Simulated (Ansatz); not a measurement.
Working through a rigid scan of one bond length of AlH₅S, SMILES [AlH3-][SH2+]

Computed with Ansatz 0.2.0 through its Python package.

Run as a notebook:

```python
import warnings

import ansatz
import numpy as np
```

```python
GEOMETRY = '''
Al   -0.40330   -0.69270   -0.39380
S     0.83080    0.62870    0.89130
H    -0.37980   -2.16590    0.06030
H    -1.89380   -0.14690   -0.30180
H     0.04230   -0.53840   -1.93810
H     0.05770    1.59060    1.51140
H     1.80740    1.25660    0.12500
'''
```

```python
warnings.simplefilter('ignore', ansatz.DeckWarning)

mol = ansatz.Crystal.molecule()
for line in GEOMETRY.strip().splitlines():
    symbol, *xyz = line.split()
    mol = mol.atom(symbol, [float(v) for v in xyz])
```

```python
symbols = [site.symbol for site in mol.cartesian_sites]
start = np.array([site.position_ang for site in mol.cartesian_sites])
axis = (start[3] - start[0]) / np.linalg.norm(start[3] - start[0])
moving = [3]
lengths, energies = [1.399, 1.463, 1.526, 1.59, 1.654, 1.717, 1.781, 1.876], []
for length in lengths:
    xyz = start.copy()
    xyz[moving] += (length - np.linalg.norm(start[3] - start[0])) * axis
    point = ansatz.Crystal.molecule()
    for symbol, place in zip(symbols, xyz):
        point = point.atom(symbol, place.tolist())
    base = point.calculation().basis(gaussian='def2-SVP').functional('b3lyp')
    rep = base.run(threads=1).report
    energies.append(rep['free_energy_ev'])
    print(f'r = {length:6.3f} A  E = {energies[-1]:.5f} eV  <S^2> = {abs(rep["mean_field"]["state"]["spin_squared"]):.3f}')

# quartic fit about the minimum
fit = np.polynomial.Polynomial.fit(lengths, np.array(energies) - min(energies), 4).convert()
roots = [r.real for r in fit.deriv().roots() if abs(r.imag) < 1e-9 and fit.deriv(2)(r.real) > 0]
r_e = min(roots, key=lambda r: abs(r - lengths[int(np.argmin(energies))]))
print(f'minimum of the fit at {r_e:.4f} A, force constant {fit.deriv(2)(r_e):.2f} eV/A^2')
```

    r =  1.399 A  E = -17507.74418 eV  <S^2> = 0.000
    r =  1.463 A  E = -17507.94412 eV  <S^2> = 0.000
    r =  1.526 A  E = -17508.05543 eV  <S^2> = 0.000
    r =  1.590 A  E = -17508.10039 eV  <S^2> = 0.000
    r =  1.654 A  E = -17508.09186 eV  <S^2> = 0.000
    r =  1.717 A  E = -17508.04309 eV  <S^2> = 0.000
    r =  1.781 A  E = -17507.96214 eV  <S^2> = 0.000
    r =  1.876 A  E = -17507.79969 eV  <S^2> = 0.000
    minimum of the fit at 1.6096 A, force constant 12.05 eV/A^2

Notes:
- Total energies depend on the basis set; only differences at equal settings carry meaning.
- The rest of the molecule is held rigid at a force-field or estimated start geometry, and the basis set is modest; single-reference methods fail as a bond breaks.
- b3lyp holds the VWN-RPA fit, as in Gaussian; the form of ORCA and Turbomole is b3lyp5.
- The orbitals are restricted, so S² is zero by construction.
- The whole script took 11 s on 1 thread of Arm Neoverse V1 (shared host), peak memory 0.18 GiB.
